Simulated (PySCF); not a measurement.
PySCF input (M06-2X/def2-TZVPD):

```python
from pyscf import gto, scf, dft

mol = gto.M(
    atom='''
    C     1.21013508   -0.36745904   -0.00201603
    C     0.00594134    0.57336340   -0.00022751
    N    -1.30565618   -0.07401790    0.00235316
    H     2.15083117    0.18965263   -0.00390203
    H     1.20276946   -1.01094548    0.88157958
    H     1.19962331   -1.01161389   -0.88509263
    H     0.05020044    1.22835584   -0.87435923
    H     0.05331264    1.22901704    0.87324517
    H    -1.40535207   -0.67057564    0.81648160
    H    -1.40825028   -0.67119137   -0.81096339
    ''',
    basis='def2-tzvpd',
    charge=0,
    spin=0,
    verbose=4,
)

mf = dft.RKS(mol, xc='m062x').density_fit(auxbasis='def2-universal-jkfit')
mf.grids.level = 4
mf.conv_tol = 1e-9
mf.max_cycle = 100
mf.max_memory = 1500
mf.kernel()
if not mf.converged:
    mf = mf.newton()
    mf.kernel(mf.make_rdm1())
mf.analyze()
```

Output:

```
PySCF version 2.14.0

[INPUT] verbose = 4
[INPUT] num. atoms = 10
[INPUT] num. electrons = 26
[INPUT] charge = 0
[INPUT] spin (= nelec alpha-beta = 2S) = 0
[INPUT] symmetry False subgroup None
[INPUT] Mole.unit = angstrom
[INPUT] Symbol           X                Y                Z      unit          X                Y                Z       unit  Magmom
[INPUT]  1 C      1.210135080000  -0.367459040000  -0.002016030000 AA    2.286823874929  -0.694396947596  -0.003809744559 Bohr   0.0
[INPUT]  2 C      0.005941340000   0.573363400000  -0.000227510000 AA    0.011227505413   1.083499795849  -0.000429931591 Bohr   0.0
[INPUT]  3 N     -1.305656180000  -0.074017900000   0.002353160000 AA   -2.467332593046  -0.139873559315   0.004446827927 Bohr   0.0
[INPUT]  4 H      2.150831170000   0.189652630000  -0.003902030000 AA    4.064481851478   0.358391529503  -0.007373768030 Bohr   0.0
[INPUT]  5 H      1.202769460000  -1.010945480000   0.881579580000 AA    2.272904870391  -1.910410084067   1.665943963209 Bohr   0.0
[INPUT]  6 H      1.199623310000  -1.011613890000  -0.885092630000 AA    2.266959508544  -1.911673195906  -1.672582665571 Bohr   0.0
[INPUT]  7 H      0.050200440000   1.228355840000  -0.874359230000 AA    0.094865082933   2.321256121110  -1.652299479186 Bohr   0.0
[INPUT]  8 H      0.053312640000   1.229017040000   0.873245170000 AA    0.100746288578   2.322505608024   1.650194210899 Bohr   0.0
[INPUT]  9 H     -1.405352070000  -0.670575640000   0.816481600000 AA   -2.655730520891  -1.267204305405   1.542926609747 Bohr   0.0
[INPUT] 10 H     -1.408250280000  -0.671191370000  -0.810963390000 AA   -2.661207344042  -1.268367866472  -1.532498704149 Bohr   0.0

nuclear repulsion = 82.795338730402
number of shells = 74
number of NR pGTOs = 233
number of NR cGTOs = 174
basis = def2-tzvpd
ecp = {}

******** <class 'pyscf.df.df_jk.DFRKS'> ********
method = DFRKS
initial guess = minao
damping factor = 0
level_shift factor = 0
DIIS = <class 'pyscf.scf.diis.CDIIS'>
diis_start_cycle = 1
diis_space = 8
diis_damp = 0
SCF conv_tol = 1e-09
SCF conv_tol_grad = None
SCF max_cycles = 100
direct_scf = False
XC library pyscf.dft.libxc version 7.1.2
    S. Lehtola, C. Steigemann, M. J. T. Oliveira, and M. A. L. Marques,  SoftwareX 7, 1–5 (2018)
XC functionals = m062x
    Y. Zhao and D. G. Truhlar,  Theor. Chem. Acc. 120, 215 (2008)
    Y. Zhao and D. G. Truhlar,  Theor. Chem. Acc. 120, 215 (2008)
radial grids:
    Treutler-Ahlrichs [JCP 102, 346 (1995); DOI:10.1063/1.469408] (M4) radial grids

becke partition: Becke, JCP 88, 2547 (1988); DOI:10.1063/1.454033
pruning grids: <function nwchem_prune>
grids dens level: 4
symmetrized grids: False
atomic radii adjust function: <function treutler_atomic_radii_adjust>
small_rho_cutoff = 0
Set gradient conv threshold to 3.16228e-05
Initial guess from minao.
tot grids = 195048
******** <class 'pyscf.df.df.DF'> ********
auxbasis = def2-universal-jkfit
[...]
cycle= 10 E= -135.154112817051  delta_E= -1.17e-10  |g|= 2.29e-06  |ddm|= 9.09e-05
  HOMO = -0.306280074091575  LUMO = 0.0189532361182477  gap/eV = 8.85005
Extra cycle  E= -135.154112817053  delta_E= -2.5e-12  |g|= 1.08e-06  |ddm|= 1.48e-05
converged SCF energy = -135.154112817053
**** SCF Summaries ****
Total Energy =                        -135.154112817053175
Nuclear Repulsion Energy =              82.795338730402023
One-electron Energy =                 -344.898766022700215
Two-electron Energy =                  126.949314475245018
Two-electron Coulomb Energy =          147.276886793485488
DFT Exchange-Correlation Energy =      -20.327572318240470
HOMO-LUMO gap [eV] =                     8.850049150681887
**** MO energy ****
MO #1   energy= -14.723673439587   occ= 2
MO #2   energy= -10.5556389632745  occ= 2
MO #3   energy= -10.5228351353731  occ= 2
MO #4   energy= -0.985205555468511 occ= 2
MO #5   energy= -0.823198709112994 occ= 2
MO #6   energy= -0.694737701314281 occ= 2
MO #7   energy= -0.571247787972588 occ= 2
MO #8   energy= -0.506899715879613 occ= 2
MO #9   energy= -0.478972326533719 occ= 2
MO #10  energy= -0.473907078248743 occ= 2
MO #11  energy= -0.422925491222724 occ= 2
MO #12  energy= -0.399842315898281 occ= 2
MO #13  energy= -0.306280074091575 occ= 2
MO #14  energy= 0.0189532361182477 occ= 0
MO #15  energy= 0.0479767775577538 occ= 0
MO #16  energy= 0.0504732615712851 occ= 0
MO #17  energy= 0.0680571696055901 occ= 0
MO #18  energy= 0.0986233173396466 occ= 0
MO #19  energy= 0.104516629952276  occ= 0
MO #20  energy= 0.122378973114636  occ= 0
MO #21  energy= 0.128068408581162  occ= 0
MO #22  energy= 0.128635654928916  occ= 0
MO #23  energy= 0.163761526556928  occ= 0
MO #24  energy= 0.166178520011013  occ= 0
MO #25  energy= 0.183752799691922  occ= 0
MO #26  energy= 0.19449905790128   occ= 0
MO #27  energy= 0.198511860936507  occ= 0
MO #28  energy= 0.200601568013729  occ= 0
MO #29  energy= 0.204518191647538  occ= 0
MO #30  energy= 0.241845897254918  occ= 0
MO #31  energy= 0.252111010249111  occ= 0
MO #32  energy= 0.261027537708292  occ= 0
MO #33  energy= 0.273102795880323  occ= 0
MO #34  energy= 0.280135423554106  occ= 0
MO #35  energy= 0.285964750206349  occ= 0
MO #36  energy= 0.296631521183902  occ= 0
MO #37  energy= 0.303733691981918  occ= 0
MO #38  energy= 0.312199095833636  occ= 0
MO #39  energy= 0.315190185853393  occ= 0
MO #40  energy= 0.319726609713232  occ= 0
MO #41  energy= 0.325130959058882  occ= 0
MO #42  energy= 0.328837105588437  occ= 0
MO #43  energy= 0.340294538935082  occ= 0
MO #44  energy= 0.348689397583852  occ= 0
MO #45  energy= 0.365356851878939  occ= 0
MO #46  energy= 0.365829407715777  occ= 0
MO #47  energy= 0.389044026783757  occ= 0
MO #48  energy= 0.415832176552367  occ= 0
MO #49  energy= 0.419387394567174  occ= 0
MO #50  energy= 0.428362064133785  occ= 0
MO #51  energy= 0.431836854868961  occ= 0
MO #52  energy= 0.43350662806093   occ= 0
MO #53  energy= 0.439571605456281  occ= 0
MO #54  energy= 0.444711067837913  occ= 0
MO #55  energy= 0.462778528866087  occ= 0
MO #56  energy= 0.468388031565544  occ= 0
MO #57  energy= 0.483498880784422  occ= 0
MO #58  energy= 0.526954448439988  occ= 0
MO #59  energy= 0.547132508237313  occ= 0
MO #60  energy= 0.563285478301795  occ= 0
MO #61  energy= 0.566344802764996  occ= 0
MO #62  energy= 0.620425545874272  occ= 0
MO #63  energy= 0.629343957484096  occ= 0
MO #64  energy= 0.654311974529694  occ= 0
MO #65  energy= 0.664121302738995  occ= 0
MO #66  energy= 0.675890146015481  occ= 0
MO #67  energy= 0.706878533729245  occ= 0
MO #68  energy= 0.727782995876984  occ= 0
MO #69  energy= 0.728177407829131  occ= 0
MO #70  energy= 0.738312480187665  occ= 0
MO #71  energy= 0.73980623789491   occ= 0
MO #72  energy= 0.745777857968965  occ= 0
MO #73  energy= 0.77512420149773   occ= 0
MO #74  energy= 0.781767907521575  occ= 0
MO #75  energy= 0.791987145853688  occ= 0
MO #76  energy= 0.860609883644996  occ= 0
MO #77  energy= 0.874147949209299  occ= 0
MO #78  energy= 0.913838683859526  occ= 0
MO #79  energy= 0.916886521143976  occ= 0
MO #80  energy= 0.96523098475422   occ= 0
MO #81  energy= 0.972393737015662  occ= 0
MO #82  energy= 0.99552336476237   occ= 0
MO #83  energy= 1.06338895533983   occ= 0
MO #84  energy= 1.1010853064533    occ= 0
MO #85  energy= 1.17093730860255   occ= 0
MO #86  energy= 1.18297606949754   occ= 0
MO #87  energy= 1.25536720602379   occ= 0
MO #88  energy= 1.27047391401777   occ= 0
MO #89  energy= 1.29983589048929   occ= 0
MO #90  energy= 1.36163046788716   occ= 0
MO #91  energy= 1.49026978751818   occ= 0
MO #92  energy= 1.49311103254815   occ= 0
MO #93  energy= 1.60495309389821   occ= 0
MO #94  energy= 1.60842650552827   occ= 0
MO #95  energy= 1.68835791740096   occ= 0
MO #96  energy= 1.77189359580848   occ= 0
MO #97  energy= 1.79496318541728   occ= 0
MO #98  energy= 1.79827220351589   occ= 0
MO #99  energy= 1.8282179004391    occ= 0
MO #100 energy= 1.834343093373     occ= 0
MO #101 energy= 1.84363073689902   occ= 0
MO #102 energy= 1.89132650948992   occ= 0
MO #103 energy= 1.8984909994578    occ= 0
MO #104 energy= 1.90892052674856   occ= 0
MO #105 energy= 1.91010186038754   occ= 0
MO #106 energy= 2.02593058966472   occ= 0
MO #107 energy= 2.02873848199016   occ= 0
[...]
```
